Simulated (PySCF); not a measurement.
Compound: C4H2ClN.
Atom-mapped SMILES: `[N:1]#[C:2][C@@H:3]1[CH:4]=[C:5]1[Cl:6]` (hydrogens: H7 on C3; H8 on C4)

The same species was optimised twice, with GFN2-xTB and with PBE0-D3(BJ)/def2-SVP (PySCF), and the same property calculations (PySCF, gas phase) were run on both structures.

```tsv
coordinate	GFN2-xTB	PBE0-D3(BJ)/def2-SVP	change
C2–C3 (Å)	1.424	1.453	+0.029
C3–C5 (Å)	1.513	1.492	-0.021
N1≡C2 (Å)	1.145	1.158	+0.013
C5–Cl6 (Å)	1.668	1.674	+0.006
C4=C5 (Å)	1.298	1.293	-0.005
C3–C4 (Å)	1.526	1.521	-0.005
C4–C5–Cl6 (°)	152.6	151.2	-1.4
C2–C3–C5 (°)	119.6	120.5	+0.9
C2–C3–C4 (°)	119.6	120.5	+0.9
C3–C5–Cl6 (°)	142.2	143.0	+0.8
C3–C4–C5 (°)	64.2	63.4	-0.8
C3–C5–C4 (°)	65.3	65.8	+0.5
C4–C3–C5 (°)	50.6	50.8	+0.2
N1–C2–C3 (°)	179.7	179.6	-0.1
```

Rotational constants: A = 6882, B = 1701, C = 1447 MHz (GFN2-xTB) against A = 6839, B = 1678, C = 1427 MHz (PBE0-D3(BJ)/def2-SVP). Point groups within 0.08 Å: C1 and C1.

On the GFN2-xTB structure: lowest singlet, TDDFT (eV) 6.38 [wB97X-D/def2-SVPD]; lowest triplet, Tamm–Dancoff (eV) 4.31 [wB97X-D/def2-SVPD]; isotropic polarisability (au) 61.5 [wB97X-D/def2-SVPD]; HOMO (eV) -10.16 [wB97X-D/def2-SVPD]; LUMO (eV) 0.75 [wB97X-D/def2-SVPD]; dipole (D) 4.16 [wB97X-D/def2-SVPD].

Question: What do these properties become on the PBE0-D3(BJ)/def2-SVP structure?

Answer: 
```tsv
property	level	on GFN2-xTB	on PBE0-D3(BJ)/def2-SVP	change
lowest singlet, TDDFT (eV)	wB97X-D/def2-SVPD	6.38	6.48	+0.10
lowest triplet, Tamm–Dancoff (eV)	wB97X-D/def2-SVPD	4.31	4.35	+0.04
isotropic polarisability (au)	wB97X-D/def2-SVPD	61.5	61.9	+0.4
HOMO (eV)	wB97X-D/def2-SVPD	-10.16	-10.18	-0.02
LUMO (eV)	wB97X-D/def2-SVPD	0.75	0.75	0.00
dipole (D)	wB97X-D/def2-SVPD	4.16	4.19	+0.03
energy, GFN2-xTB geometry as zero (kcal/mol)	wB97X-D/def2-SVPD	0.0	-1.1	-1.1
```

The heavy atoms differ by 0.021 Å rms after alignment. Among bonds between heavy atoms C2–C3 changes most (+0.029 Å). Changes are differences of the printed values. Neither structure is proved a minimum here.

The pairwise dispersion term of wB97X-D wasn't added to the energies; at a given geometry it leaves orbitals and properties as they are.
